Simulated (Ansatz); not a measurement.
Reaction (SMILES): [CH] (CH) → CH+ (singlet, bonded as [CH]) + e-
B3LYP-D3(BJ)/def2-TZVP geometries, fixed; electronic energies without zero-point terms.
Largest species:
```
C
H 1 1.1235
```
Charge 0, spin multiplicity 2.

Basis-set convergence of the adiabatic ionisation energy at CCSD(T) with Ansatz (a quantum-chemistry and plane-wave program). Cartesian d functions, on some or all atoms, in 6-31G*, 6-31G**; all else is spherical. Cores are frozen. The T1 diagnostic of CCSD is high for at least one species. A restricted Hartree-Fock determinant is unstable towards unrestricted orbitals. An unrestricted Hartree-Fock determinant is markedly spin-contaminated. Open shells are unrestricted. No added dispersion term, no relativity. Functions are those of the species that has most. Reference: Hartree-Fock in aug-cc-pV5Z plus the correlation part extrapolated as X^-3 from aug-cc-pVQZ and aug-cc-pV5Z, 10.603 eV, itself unsure by roughly 0.003 eV (a third of the extrapolation step and of the last Hartree-Fock step). Deviations are taken from unrounded values.

```tsv
basis	functions	adiabatic ionisation energy (eV)	minus reference (eV)
6-31G*	17	10.104	-0.499
6-31G**	20	10.140	-0.463
6-311G**	24	10.321	-0.281
6-311+G**	28	10.359	-0.244
def2-SVPD	28	10.450	-0.152
def2-TZVP	37	10.513	-0.089
pcseg-2	44	10.485	-0.118
def2-TZVPP	45	10.531	-0.072
def2-TZVPD	46	10.531	-0.072
jun-cc-pV(T+d)Z	53	10.542	-0.061
aug-pcseg-3	134	10.577	-0.026
cc-pV5Z	146	10.588	-0.015
aug-cc-pV5Z	207	10.594	-0.009
```
